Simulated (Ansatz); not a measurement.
## Changing the shape of C₃H₅O, doublet

Program: Ansatz, Gaussian basis, development build. Basis cc-pVTZ, nonrelativistic, no frozen core; active space CAS(5,4). Restricted Hartree–Fock, then the lowest state-specific CASSCF solution met for each case. On stretched bonds single-reference methods can fail or change state. Unlike active orbitals can shift such differences by tenths of an eV, at times by over 1 eV.

Case A:

```xyz
9

C     0.0000   -1.4172    0.0080
C     0.0000   -0.0253    0.0292
C     0.0000    0.7246    1.1946
O     0.0000    0.5812   -1.2065
H     0.0000   -1.9782    0.9339
H     0.0000   -1.9541   -0.9326
H     0.0000    1.8108    1.1801
H     0.0000    0.2368    2.1616
H     0.0000    1.5424   -1.0823
```

Case B:

```xyz
9

O     0.0000   -1.7111   -0.4953
C     0.0000   -0.3450   -0.5676
C     0.0000    0.4075    0.5954
C     0.0000    1.7891    0.6468
H     0.0000   -2.0758   -1.3915
H     0.0000    0.1054   -1.5578
H     0.0000   -0.1571    1.5274
H     0.0000    2.3920   -0.2575
H     0.0000    2.3152    1.5945
```

Energy less that of case A, in eV:

```json
{"case": "B", "RHF/ROHF": "+0.099", "CASSCF": "+0.067"}
```

Task: Give the SC-NEVPT2 energies against case A.

Result: B: +0.027 eV (0.6 kcal/mol).
